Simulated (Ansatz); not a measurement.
Basis-set extrapolation for C$_{5}$H$_{10}$O (`CC(C)=C(C)O`) (PBE0-D4/def2-TZVP geometry, frozen core, Ansatz 0.2.0). Multiplicity 1, RHF reference.

|  | def2-TZVPP | def2-QZVPP |
| --- | --- | --- |
| HF | -270.112990 | -270.125547 |
| MP2 correlation | -1.096010 | -1.168967 |
| CCSD(T) correlation | -1.192158 | not run |

Energies in hartree. Use E(X) = E(∞) + A·exp(−7.88·√X) for Hartree–Fock and E(X) = E(∞) + B·X^(−2.97) for correlation, with X = 3 and 4, and add CCSD(T) minus MP2 of the smaller set to the MP2 limit.

What is the CCSD(T) energy at the basis-set limit?

HF limit: -270.125547 + (-0.012557) × 0.13774 = -270.12728. MP2 limit: -1.168967 + (-0.072957) × 0.74074 = -1.22301. Higher-order term: -1.192158 − (-1.096010) = -0.09615. Total: -271.44644 hartree, 3.84 eV below CCSD(T)/def2-TZVPP.
